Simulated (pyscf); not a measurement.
Optimised with ωB97X-D3(BJ)/def2-SVP in PySCF.

### Question
For the elementary gas-phase step HS–GaH₂ (SMILES [SH][GaH2]) → HS–Ga (SMILES [SH][Ga]) [singlet] + H₂ (SMILES [H][H]) (singlet surface; Ga–H, Ga–H broken, H–H formed), what barrier and reaction energy does ωB97M-D3(BJ)/def2-TZVP give, measured from the reactant's lowest minimum found?

### Answer
ΔE‡ = 68.6 kcal/mol, ΔE = +10.0 kcal/mol. Zero-point energy shifts the barrier by -2.5 kcal/mol. It is a 1,1-elimination, with an imaginary mode of 1487i cm⁻¹. The same reactants have a lower exit, to S=GaH + H₂ (barrier +52.1 kcal/mol at ωB97M-D3(BJ)/def2-TZVP, against +68.6 kcal/mol here). This is the saddle that the search found; another between the same sides may lie lower. Elements up to Kr have no core potential and no relativistic terms here.
